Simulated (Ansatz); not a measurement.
Al2H, doublet in cc-pVDZ: errors against full CI

Geometry: a point of a stretch scan, not a stationary point.

```xyz
3

Al    0.0000    0.0000    0.1893
Al    0.0000    0.0000   -1.9977
H     0.0000    0.0000    1.8085
```

Basis cc-pVDZ; Ansatz 0.2.0. Only valence electrons are correlated (noble-gas cores frozen), which leaves 7 electrons in 31 orbitals. Prefix R: restricted or restricted open-shell reference; prefix U: unrestricted. Active spaces: pair = (3e, 3o) about the gap; valence = (7e, 9o) chosen from the atoms' valence shells.

Full CI is exact within this basis and frozen core; it isn't the basis-set limit. The frozen core follows each run's orbitals, which can shift R against U totals by a few meV.

For open shells CISD is restricted-active-space CI with the open shells as a complete middle space.

```
UHF ⟨S²⟩                          : 1.606
T1 diagnostic (RCCSD)             : 0.0237
largest doubles amplitude (RCCSD) : 0.101
```

```tsv
level	E − E(full CI) (kcal/mol)	share of correlation (%)	wall time
RHF	85.26	0.00	–
RMP2	24.76	70.96	–
CISD	9.40	88.98	1.3 s
RCCSD	3.72	95.64	–
RCCSD(T)	1.09	98.73	3.9 s
BCCD(T)	1.09	98.72	2.8 s
RCCSDT	0.22	99.75	–
RCCSDT(Q)	0.05	99.94	8 s
RCCSDTQ	0.01	99.99	15 s (H100)
CASSCF (pair space)	74.11	13.07	–
NEVPT2 (pair space)	23.72	72.18	2.3 s
CASSCF (valence space)	42.74	49.87	–
NEVPT2 (valence space)	13.43	84.24	5.5 s
MRCISD (valence space)	2.42	97.16	–
MRCISD+Q (valence space)	0.07	99.92	7 s
```

The correlation energy at full CI, counted from RHF, is -3.697 eV. That run took 20 s on 2 threads of AMD EPYC 7R13 with a shared H100 80 GB, shared host over 35,359,296 determinants.

Run but not shown, since their state or frozen core can't be matched to the reference's or they repeat it: UHF, UMP2, UCCSD, UCCSD(T), UCCSDT, UCCSDT(Q), UCCSDTQ.

Times hold each run's SCF and search for its determinant on a shared host, so for small cases they say little of a method's own cost; rows without a card ran on 1 thread of AMD EPYC 7R13.

The full-CI state has the irrep B1 of C2v, in the program's axes (one component, if the state is degenerate).

Natural occupations of full CI about the gap: 1.949 1.914 1.822 0.977 0.104 0.048 0.046 0.036 0.016 0.014; effectively unpaired electrons, Σ n²(2−n)², 1.21.
